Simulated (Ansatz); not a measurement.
**Forces on a displaced structure**

C$_{2}$H$_{5}$Si (SMILES C1C[SiH+]1) (charge +1), closed shell, displaced at random from a GFN2-xTB minimum.

```
8
angstrom
C -0.7443 0.3021 -0.4296
C 0.7918 0.4115 0.0300
Si -0.1242 -1.1102 0.6260
H -0.8616 0.1739 -1.5148
H -1.4031 1.0827 -0.0443
H 1.0089 1.2068 0.7234
H 1.5635 0.3565 -0.7314
H -0.2472 -2.3553 1.2909
```

Program: Ansatz 0.2.0. Basis: def2-TZVPP. Cores are frozen in the correlated methods.

CCSD(T) forces from the calculation:
```json
{"atom": "C1", "Fx": "0.581", "Fy": "-0.333", "Fz (eV/Å)": "-0.055"}
{"atom": "C2", "Fx": "-0.585", "Fy": "-0.807", "Fz (eV/Å)": "0.249"}
{"atom": "Si3", "Fx": "0.326", "Fy": "2.858", "Fz (eV/Å)": "-1.615"}
{"atom": "H4", "Fx": "-0.136", "Fy": "-0.248", "Fz (eV/Å)": "0.411"}
{"atom": "H5", "Fx": "0.009", "Fy": "-0.295", "Fz (eV/Å)": "0.124"}
{"atom": "H6", "Fx": "0.006", "Fy": "0.136", "Fz (eV/Å)": "0.446"}
{"atom": "H7", "Fx": "-0.069", "Fy": "-0.270", "Fz (eV/Å)": "-0.125"}
{"atom": "H8", "Fx": "-0.132", "Fy": "-1.041", "Fz (eV/Å)": "0.565"}
```

(1) Which atom feels the largest CCSD(T) force, and how large is it?

No T1 diagnostic of these runs exceeds 0.013. These are differences at one structure, and CCSD(T) in triple zeta is itself an approximation.

Answers

(1) Si3, 3.30 eV/Å, along (0.10, 0.87, -0.49).

Root-mean-square difference of the force components from those of CCSD(T): PBE0-D4 0.208; wB97M-V 0.158; r2SCAN-D4 0.173; PBE-D4 0.197; B97M-V 0.189; r2SCAN0-D4 0.223 eV/Å.

For scale, one of the runs: CCSD(T)/def2-TZVPP forces, 174 basis functions (an equivalent command: `ansatz run in.yaml --threads 4`). The run took 60 s on 4 CPU threads (shared host), with 2.9 GiB of host memory at its peak.
